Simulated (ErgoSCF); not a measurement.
# N2H (dinitrogen monohydride) at UPBE/6-31++G

Aim: the vertical ionisation energy of N2H (dinitrogen monohydride) at UPBE/6-31++G, from 2 runs. 

The calculation is run with ErgoSCF 3.8.

2 further runs of the same task are left out: 1 that didn't finish, 1 set aside as unsound or not needed.

## Step 1: The molecule

The species is N2H (3 atoms), meant as a doublet with charge 0. SMILES: `[N]=N`. Geometry: relaxed at GFN2-xTB.

Bond lengths: N1–N2 1.164 Å, N2–H3 1.037 Å. Angles: N1–N2–H3 124.8°.

## Step 2: A single-point energy at UPBE/6-31++G

ergo.in

```
# HN2, PBE
set_nthreads(1)
basis = "6-31++G"
spin_polarization = 1
scf.use_diagonalization = 1
XC.type = "GC2"
tmpdir = "."
scf.max_number_of_iterations = 100
scf.output_mulliken_pop = 1
molecule_inline Angstrom
N  0.715210 -0.640440 0.325220
N  -0.243160 -0.185380 -0.152740
H  -0.472040 0.825820 -0.172480
EOF
run "PBE"
```

Launch:

```sh
$ ergo ergo.in
```

The log of the run:

```text
[...]
INDF Weighted mixed functional:
[...]
INSC Energy   1 =        -56.38183776590
[...]
INDE E_LUMO =         -0.11011805872
[...]
INSC Energy  28 =       -109.87021341934  ( diff     -0.000000000008527 )
[...]
RESC CONVERGED after  28 iterations.
RESC FINAL ENERGY:       -109.87021341934
RESC FINAL <S2> =          0.75196262627
[...]
INSC SCF: dipole_moment_x [atomic units] =      -0.32370833
INSC SCF: dipole_moment_y [atomic units] =       0.81579192
INSC SCF: dipole_moment_z [atomic units] =      -0.09217948
[...]
```

Run time: 2.1 s. Hardware: 1 thread of Intel Xeon 6975P-C (Granite Rapids), shared host; peak memory 0.26 GiB.

## Step 3: The singlet cation

ergo.in

```
set_nthreads("env")
basis = "6-31++G"
scf.max_number_of_iterations = 100
tmpdir = "."
scf.force_unrestricted = 1
scf.output_mulliken_pop = 1
scf.use_diagonalization = 1
XC.type = "GC2"
charge = 1
molecule_inline Angstrom
N      0.715210    -0.640440     0.325220
N     -0.243160    -0.185380    -0.152740
H     -0.472040     0.825820    -0.172480
EOF
run "PBE"
```

Launch:

```sh
$ ergo ergo.in
```

The log of the run:

```text
[...]
INDF Weighted mixed functional:
[...]
INSC Energy   1 =        -53.31362537967
[...]
INDE E_LUMO =         -0.51967832138
[...]
INSC Energy  31 =       -109.52997890688  ( diff     -0.000000000000682 )
[...]
RESC CONVERGED after  31 iterations.
RESC FINAL ENERGY:       -109.52997890688
RESC FINAL <S2> =         -0.00000000000
[...]
INSC SCF: dipole_moment_x [atomic units] =      -0.08291799
INSC SCF: dipole_moment_y [atomic units] =       0.32658131
INSC SCF: dipole_moment_z [atomic units] =      -0.01131215
[...]
```

It took 2.4 s on 1 thread of Intel Xeon 6975P-C (Granite Rapids), shared host; peak memory 0.26 GiB.

## Step 4: Outcome

Level: UPBE/6-31++G.

| quantity | value |
| --- | --- |
| doublet N2H: total energy | -109.87021 Eh |
| doublet N2H: dipole moment | 2.24 D |
| doublet N2H: ⟨S²⟩ | 0.752 |
| singlet cation: total energy | -109.52998 Eh |
| vertical ionisation energy (to the singlet cation) | 9.258 eV |

Removing an electron at fixed nuclei costs 9.26 eV (893 kJ/mol). Only the singlet of the ionised species was computed; a triplet could lie lower. Mulliken charges (doublet N2H) run from -0.18 on N2 to +0.30 on H3; in a basis this large or diffuse they mean little.
